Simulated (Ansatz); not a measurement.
**H2NO (SMILES N[O]): levels of theory compared**

Wanted: a comparison of 6 runs (UHF/STO-3G, U-r2SCAN0/STO-3G, UBHLYP/STO-3G, UHSE06/STO-3G, USVWN5/STO-3G, UCCSD(T)/STO-3G) of H2NO. 

The calculation is run with Ansatz 0.2.0.

54 further runs of the same task are left out: 4 that didn't finish, 50 set aside as unsound or not needed.

## (1) The system as given

The species is H2NO (4 atoms), meant as a doublet with charge 0. As SMILES, `N[O]`. The O2–N1 distance was set to 1.916 Å, away from the relaxed value.

Bond lengths: N1–H3 1.017 Å, N1–H4 1.017 Å. Angles: H3–N1–H4 119.4°. A long bond or contact: N1–O2 1.916 Å.

## (2) A single-point energy at UHF/STO-3G (run 1)

job.yaml reads:

```yaml
crystal:
  periodic: [false, false, false]
  atoms:
    - symbol: "N"
      position_ang: [-0.424837, -0.116953, -0.571233]
    - symbol: O
      position_ang: [0.804330, 0.357230, 0.819800]
    - symbol: H
      position_ang: [-1.378137, 0.232447, -0.513773]
    - symbol: H
      position_ang: [-0.230537, -0.946913, -1.125843]
basis:
  gaussian:
    orbitals: STO-3G
magnetization:
  spin_polarized: true
  initial_magnetization: 1
hamiltonian:
  xc: hf
accuracy: high
```

On the command line:

```sh
$ ansatz run job.yaml --threads 1 --pin off --max-ram 2610MiB --events-out events.jsonl --progress --plain --runs-dir runs
```

Output, shortened:

```text
Warning: RAYON_NUM_THREADS=1 ignored (pool sized by the plan → 1); use --threads N
Functional definition: HF
  name "HF"
[...]
186 factors; integrals over basis functions are off by at most 4.5e-8 eV
[...]
mean field -3499.46164329 eV, -128.6028433705 hartree, gradient 5.0e-8 eV, S^2 1.650256; 11 other end points of the search recorded, 0 dependent functions left out
reference -3499.46164329 eV, -128.6028433705 hartree; 9, 8 occupied and 3, 4 virtual orbitals, 186 factors
Total energy: -3499.46164329 eV, -128.6028433705 hartree
```

Wall time 0.22 s (1 thread of Arm Neoverse V2, shared host).

## (3) The energy at U-r2SCAN0/STO-3G (run 2)

job.yaml reads:

```yaml
crystal:
  periodic: [false, false, false]
  atoms:
    - {symbol: N, position_ang: [-0.424837, -0.116953, -0.571233]}
    - {symbol: O, position_ang: [0.804330, 0.357230, 0.819800]}
    - {symbol: H, position_ang: [-1.378137, 0.232447, -0.513773]}
    - {symbol: H, position_ang: [-0.230537, -0.946913, -1.125843]}
basis:
  gaussian: {orbitals: STO-3G}
magnetization: {spin_polarized: true, initial_magnetization: 1}
hamiltonian: {xc: {name: r2SCAN0}}
accuracy: high
```

On the command line:

```sh
$ ansatz run job.yaml --threads 1 --pin off --max-ram 2610MiB --events-out events.jsonl --progress --plain --runs-dir runs
```

Output:

```text
Warning: RAYON_NUM_THREADS=1 ignored (pool sized by the plan → 1); use --threads N
Functional definition: r2SCAN0
  name "r2SCAN0"
  parameter a = 0.25
  parameter k0 = 0.174
  parameter k1 = 0.065
  parameter a1 = 4.9479
  exchange = (1 - a)*r2scan_x(k0 = k0, k1 = k1, a1 = a1) + a*exact_x
  correlation = r2scan_c
186 factors; integrals over basis functions are off by at most 4.5e-8 eV
mean field evaluation 1: about -3511.7593 eV, gradient 1.0e1 eV
mean field evaluation 2: about -3508.6581 eV, gradient 2.1e1 eV
mean field evaluation 4: about -3512.9570 eV, gradient 1.5e0 eV
mean field evaluation 8: about -3513.0328 eV, gradient 1.1e0 eV
mean field evaluation 16: about -3513.4464 eV, gradient 8.3e-3 eV
mean field evaluation 32: about -3513.4464 eV, gradient 8.0e-8 eV
mean field evaluation 64: about -3513.2804 eV, gradient 1.3e0 eV
mean field -3513.44641254 eV, -129.1167741612 hartree, gradient 8.0e-8 eV, S^2 1.334947; 8 other end points of the search recorded, 0 dependent functions left out
reference -3513.44641297 eV, -129.1167741773 hartree; 9, 8 occupied and 3, 4 virtual orbitals, 186 factors
Total energy: -3513.44641297 eV, -129.1167741773 hartree
```

It took 7.5 s on 1 thread of Arm Neoverse V2, shared host; peak memory 0.17 GiB.

Runs 3 to 4 aren't shown in full; the table further down has their settings and results.

## (4) A single-point energy at USVWN5/STO-3G (run 5)

run.yaml reads:

```yaml
crystal:
  periodic: [false, false, false]
  atoms:
    - {symbol: N, position_ang: [-0.424837, -0.116953, -0.571233]}
    - {symbol: O, position_ang: [0.804330, 0.357230, 0.819800]}
    - {symbol: H, position_ang: [-1.378137, 0.232447, -0.513773]}
    - {symbol: H, position_ang: [-0.230537, -0.946913, -1.125843]}
basis:
  gaussian:
    orbitals: STO-3G
magnetization:
  spin_polarized: true
  initial_magnetization: 1
hamiltonian:
  xc: {name: SVWN5}
accuracy: high
```

On the command line:

```sh
$ ansatz run run.yaml --threads 1 --pin off --max-ram 2610MiB --events-out events.jsonl --progress --plain --runs-dir runs
```

Output:

```text
Warning: RAYON_NUM_THREADS=1 ignored (pool sized by the plan → 1); use --threads N
Functional definition: SVWN5
  name "SVWN5"
  exchange = slater_x
  correlation = vwn5_c
186 factors; integrals over basis functions are off by at most 4.5e-8 eV
mean field evaluation 1: about -3486.5067 eV, gradient 1.0e1 eV
mean field evaluation 2: about -3463.0742 eV, gradient 5.2e1 eV
mean field evaluation 4: about -3486.6505 eV, gradient 7.8e0 eV
mean field evaluation 8: about -3486.8096 eV, gradient 6.0e0 eV
mean field evaluation 16: about -3487.0699 eV, gradient 8.4e-8 eV
mean field evaluation 32: about -3485.9928 eV, gradient 8.7e0 eV
mean field evaluation 64: about -3486.9516 eV, gradient 2.7e0 eV
mean field -3487.06988100 eV, -128.1474545061 hartree, gradient 8.4e-8 eV, S^2 0.756315; 8 other end points of the search recorded, 0 dependent functions left out
reference -3487.06988242 eV, -128.1474545581 hartree; 9, 8 occupied and 3, 4 virtual orbitals, 186 factors
Total energy: -3487.06988242 eV, -128.1474545581 hartree
```

It took 0.94 s on 1 thread of Arm Neoverse V2, shared host; peak memory 0.09 GiB.

## (5) The energy at UCCSD(T)/STO-3G (run 6)

run.yaml reads:

```yaml
crystal:
  periodic: [false, false, false]
  atoms:
    - {symbol: "N", position_ang: [-0.424837, -0.116953, -0.571233]}
    - {symbol: O, position_ang: [0.804330, 0.357230, 0.819800]}
    - {symbol: H, position_ang: [-1.378137, 0.232447, -0.513773]}
    - {symbol: H, position_ang: [-0.230537, -0.946913, -1.125843]}
basis:
  gaussian: {orbitals: STO-3G}
magnetization: {spin_polarized: true, initial_magnetization: 1}
correlation: {method: ccsd_t, frozen_orbitals: {H: 0, "N": 1, O: 1}}
accuracy: high
scf: {omitted_lower_state_checks: [cluster_reference, increment]}
```

On the command line:

```sh
$ ansatz run run.yaml --threads 1 --pin off --max-ram 2610MiB --events-out events.jsonl --progress --plain --runs-dir runs
```

Output:

```text
Warning: RAYON_NUM_THREADS=1 ignored (pool sized by the plan → 1); use --threads N
[... 18 lines left out ...]
2 core orbitals not correlated: weight in the atoms' cores, before any rotation towards them, 1.000 or more for the frozen orbitals, at most 0.000 for the correlated occupied ones
[... 79 lines left out ...]
Total energy: -3501.28137101 eV, -128.6697171310 hartree
Checks for a lower state left out: cluster_reference, increment
```

It took 0.32 s on 1 thread of Arm Neoverse V2, shared host.

## (6) The series

```
run             level  frozen core orbitals  energy (Eh)   ⟨S²⟩  wall time
  1        UHF/STO-3G                     –  -128.602843  1.650     0.22 s
  2  U-r2SCAN0/STO-3G                     –  -129.116774  1.335      7.5 s
  3     UBHLYP/STO-3G                     –  -129.125735  1.406      2.8 s
  4     UHSE06/STO-3G                     –  -129.040573  1.141      2.1 s
  5     USVWN5/STO-3G                     –  -128.147455  0.756     0.94 s
  6   UCCSD(T)/STO-3G                     2  -128.669717  1.650     0.32 s
```

## (7) Summary of results

| quantity | value |
| --- | --- |
| run 6: total energy | -128.66972 Eh |
| run 6: correlation energy (2 core orbitals frozen) | -66.9 mEh |
| run 6: (T) correction | -1.19 mEh |
| run 6: ⟨S²⟩ of the reference determinant | 1.650 |
| run 6: T1 diagnostic | 0.097 |

In words: Totals of different functionals can't be ranked against each other. In runs 1, 2, 3, 4, 5, 6 the basis is minimal, so the values are rough. Spin contamination of the reference: run 6 ⟨S²⟩ = 1.65, run 1 ⟨S²⟩ = 1.65, run 3 ⟨S²⟩ = 1.41, run 2 ⟨S²⟩ = 1.33, run 4 ⟨S²⟩ = 1.14. Where it is this large, the reference is a mixture of spin states, and values that rest on it are in doubt. All runs together took 14 s, the longest 7.5 s.
